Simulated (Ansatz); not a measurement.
Born–Oppenheimer molecular dynamics of AlClH2 (4 atoms, charge 0, multiplicity 1). It starts at the highest image of a converged band. Of that band: Neighbouring images differ by up to 1.9 eV, so the band resolves the path poorly. A vibrational analysis at the climbing image gives one clearly imaginary mode, 1527i cm⁻¹: a first-order saddle point.

Theory: Ansatz, RHF/6-31G*.

- ensemble: NVE (velocity Verlet)
- time step: 0.5 fs
- steps asked: 200
- starting velocities drawn for: 100 K
- seed: 9574

First frame:

```xyz
4
Properties=species:S:1:pos:R:3
Al 0.215 0.000 -0.606
Cl 1.358 0.000 1.821
H 1.725 0.000 0.244
H -1.352 0.000 -0.335
```

Problem. What does the run give?

Solution. The run went to its last step.

* steps done: 200
* time covered: 100 fs
* mean temperature over the second half: 7482 K
* spread of the potential energy over the second half: 215.2 meV per atom
* mean potential energy of the second half above the start: -477.5 meV per atom

The conserved energy stayed within 1.7 meV per atom of its start (net change -0.29 meV per atom), so the integration is sound. The system heated up, since it started high on the potential surface and ran downhill. A run of 0.1 ps of so small a system gives no equilibrium averages. The orbitals stay closed-shell, which can raise the energy where a bond breaks towards radicals; this wasn't checked here.

Problem. What happens to the structure?

Solution. The step under study would form Cl2–H3 and break Al1–Cl2, Al1–H3. These pairs go: Cl2–H3 1.62 → 3.26 Å, Al1–Cl2 2.68 → 2.51 Å, Al1–H3 1.73 → 1.75 Å. In the last frame they stand as before the step (other bonds may differ from the relaxed reactants and products). It ends as one piece, AlClH2. Pairs count as bonded within 1.25 times the sum of covalent radii (0.12 Å more for H–H). This is one draw of velocities; another would differ in detail.

Problem. How do temperature and energy run in time?

Solution. 
```json
{"time (fs)": "0.0", "T (K)": "100", "potential energy less start (eV)": "0.000", "conserved less start (meV/atom)": "0.00"}
{"time (fs)": "3.0", "T (K)": "87", "potential energy less start (eV)": "0.003", "conserved less start (meV/atom)": "0.01"}
{"time (fs)": "6.0", "T (K)": "85", "potential energy less start (eV)": "0.004", "conserved less start (meV/atom)": "0.01"}
{"time (fs)": "9.0", "T (K)": "116", "potential energy less start (eV)": "-0.004", "conserved less start (meV/atom)": "0.01"}
{"time (fs)": "12.0", "T (K)": "257", "potential energy less start (eV)": "-0.040", "conserved less start (meV/atom)": "0.07"}
{"time (fs)": "15.0", "T (K)": "1040", "potential energy less start (eV)": "-0.242", "conserved less start (meV/atom)": "0.22"}
{"time (fs)": "18.0", "T (K)": "3802", "potential energy less start (eV)": "-0.956", "conserved less start (meV/atom)": "0.22"}
{"time (fs)": "21.0", "T (K)": "8567", "potential energy less start (eV)": "-2.191", "conserved less start (meV/atom)": "-0.51"}
{"time (fs)": "24.0", "T (K)": "11087", "potential energy less start (eV)": "-2.843", "conserved less start (meV/atom)": "-0.76"}
{"time (fs)": "27.0", "T (K)": "10065", "potential energy less start (eV)": "-2.578", "conserved less start (meV/atom)": "-0.35"}
{"time (fs)": "30.0", "T (K)": "8290", "potential energy less start (eV)": "-2.118", "conserved less start (meV/atom)": "-0.16"}
{"time (fs)": "33.0", "T (K)": "7236", "potential energy less start (eV)": "-1.845", "conserved less start (meV/atom)": "-0.13"}
{"time (fs)": "36.0", "T (K)": "7248", "potential energy less start (eV)": "-1.848", "conserved less start (meV/atom)": "-0.12"}
{"time (fs)": "39.0", "T (K)": "8420", "potential energy less start (eV)": "-2.153", "conserved less start (meV/atom)": "-0.60"}
{"time (fs)": "42.0", "T (K)": "7683", "potential energy less start (eV)": "-1.962", "conserved less start (meV/atom)": "-0.30"}
{"time (fs)": "45.0", "T (K)": "8804", "potential energy less start (eV)": "-2.256", "conserved less start (meV/atom)": "-1.51"}
{"time (fs)": "48.0", "T (K)": "6563", "potential energy less start (eV)": "-1.673", "conserved less start (meV/atom)": "-0.45"}
{"time (fs)": "51.0", "T (K)": "3095", "potential energy less start (eV)": "-0.773", "conserved less start (meV/atom)": "0.28"}
{"time (fs)": "54.0", "T (K)": "4730", "potential energy less start (eV)": "-1.197", "conserved less start (meV/atom)": "0.07"}
{"time (fs)": "57.0", "T (K)": "10133", "potential energy less start (eV)": "-2.596", "conserved less start (meV/atom)": "-0.59"}
{"time (fs)": "60.0", "T (K)": "13598", "potential energy less start (eV)": "-3.494", "conserved less start (meV/atom)": "-1.08"}
{"time (fs)": "63.0", "T (K)": "12668", "potential energy less start (eV)": "-3.252", "conserved less start (meV/atom)": "-0.85"}
{"time (fs)": "66.0", "T (K)": "9205", "potential energy less start (eV)": "-2.354", "conserved less start (meV/atom)": "-0.14"}
{"time (fs)": "69.0", "T (K)": "6844", "potential energy less start (eV)": "-1.743", "conserved less start (meV/atom)": "0.18"}
{"time (fs)": "72.0", "T (K)": "8236", "potential energy less start (eV)": "-2.105", "conserved less start (meV/atom)": "-0.41"}
{"time (fs)": "75.0", "T (K)": "8068", "potential energy less start (eV)": "-2.067", "conserved less start (meV/atom)": "-1.65"}
{"time (fs)": "78.0", "T (K)": "2741", "potential energy less start (eV)": "-0.679", "conserved less start (meV/atom)": "0.89"}
{"time (fs)": "81.0", "T (K)": "3770", "potential energy less start (eV)": "-0.952", "conserved less start (meV/atom)": "-0.91"}
{"time (fs)": "84.0", "T (K)": "2844", "potential energy less start (eV)": "-0.709", "conserved less start (meV/atom)": "0.02"}
{"time (fs)": "87.0", "T (K)": "3820", "potential energy less start (eV)": "-0.961", "conserved less start (meV/atom)": "0.15"}
{"time (fs)": "90.0", "T (K)": "7995", "potential energy less start (eV)": "-2.043", "conserved less start (meV/atom)": "-0.50"}
{"time (fs)": "93.0", "T (K)": "9995", "potential energy less start (eV)": "-2.562", "conserved less start (meV/atom)": "-1.09"}
{"time (fs)": "96.0", "T (K)": "9894", "potential energy less start (eV)": "-2.534", "conserved less start (meV/atom)": "-0.61"}
{"time (fs)": "99.0", "T (K)": "9344", "potential energy less start (eV)": "-2.392", "conserved less start (meV/atom)": "-0.68"}
```

Time of the run: 58 s on 1 thread of Arm Neoverse V2 (shared host), peak memory 0.075 GiB.
